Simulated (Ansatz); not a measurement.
# CHB (triplet): from Hartree-Fock to the top rungs at distance B1–C2 = 4.569 Å, 6-31G

One table from this session's results is given with a row withheld; the runs are named, their logs left out.

Computed with Ansatz 0.2.0, Gaussian basis. Level: 6-31G, core rule «outside noble gas», up to 2 orbitals frozen.

The runs, in order: UHF; CCSD(T) on ROHF; CCSD(T) on UHF; BCCD(T) on ROHF; CISD; CCSDT(Q) on ROHF; CCSDT(Q) on UHF; CISDTQ; CCSDTQ on ROHF; CASSCF and MRCISD+Q, 4 electrons in 4 orbitals; CASSCF and NEVPT2, 4 electrons in 4 orbitals; CASSCF and MRCISD+Q, 8 electrons in 9 orbitals; CASSCF and NEVPT2, 8 electrons in 9 orbitals; Full CI.

25 further runs of the same task are left out: 2 for a mislabelled method, 1 for a known fault of the program, 18 that didn't finish, 4 set aside as unsound or not needed.

**The geometry**

The geometry derives from a PBE0/def2-TZVP stationary point (not a proven minimum). One bond is set to the value named and the two fragments are kept rigid.

3 atoms, charge 0, spin multiplicity 3.

Atoms are counted from 1 here; the program's logs count them from 0.

Bond lengths: C2–H3 1.071 Å.

Set-up of the first run:

Input file in.yaml:

```yaml
crystal:
  periodic: [false, false, false]
  atoms:
    - {symbol: B, position_ang: [0.000000, 0.000000, 3.402934]}
    - {symbol: C, position_ang: [0.000000, 0.000000, -1.166066]}
    - {symbol: H, position_ang: [0.000000, 0.000000, -2.236868]}
basis:
  gaussian: {orbitals: 6-31G}
magnetization: {spin_polarized: true, initial_magnetization: 2}
hamiltonian: {xc: hf}
output: {orbitals: {seedname: orbitals}}
```

Run with:

```console
> ansatz run in.yaml --threads 1 --pin off --events-out ev --progress --plain --max-ram 2393MiB
```

Among the steps run: UHF; CCSD(T) on ROHF; CCSD(T) on UHF; BCCD(T) on ROHF; CISD; CCSDT(Q) on ROHF; CCSDT(Q) on UHF; CISDTQ; CCSDTQ on ROHF; CASSCF and MRCISD+Q, 4 electrons in 4 orbitals; CASSCF and NEVPT2, 4 electrons in 4 orbitals; CASSCF and MRCISD+Q, 8 electrons in 9 orbitals; CASSCF and NEVPT2, 8 electrons in 9 orbitals; Full CI.

One table of the session follows, with a row left open; its other results are not shown here.

| method | from FCI (kcal/mol) |
| --- | --- |
| ROHF | +67.38 |
| RMP2 | +24.91 |
| UMP2 | +24.73 |
| CISD | +4.91 |
| RCCSD | +1.00 |
| UCCSD | ? |
| RCCSD(T) | +0.33 |
| UCCSD(T) | +0.32 |
| BCCD(T) | +0.33 |
| RCCSDT | +0.06 |
| UCCSDT | +0.06 |
| CISDTQ | +0.18 |
| RCCSDT(Q) | +0.04 |
| UCCSDT(Q) | +0.03 |
| RCCSDTQ | +0.02 |
| FCI | 0 |

Q: Estimate the row for UCCSD from the others.

**Answer.** from FCI (kcal/mol): +0.99. In the column «from FCI (kcal/mol)» it lies between BCCD(T) (+0.33) and RCCSD (+1.00).

Left out of the table: CASSCF pair, NEVPT2 pair, MRCISD pair, MRCISD+Q pair, CASSCF valence, NEVPT2 valence, MRCISD valence, MRCISD+Q valence (the active space lost an orbital or holds another state than full CI finds).

Caveats from the session: The determinant is far from a pure spin state, so its energy mixes those of several spin states (harmless only where they are near-degenerate, as at dissociation). Left out of the table: UHF (another determinant or state than the rows shown). Levels on UHF freeze UHF's core orbitals, full CI those of ROHF, so the U rows can settle a little off it for that reason alone. Restricted and unrestricted rows rest on different reference determinants; where their highest levels disagree by more than a few hundredths of an eV, they describe different states and don't form one ladder. Warnings in the runs' records: passed over end.
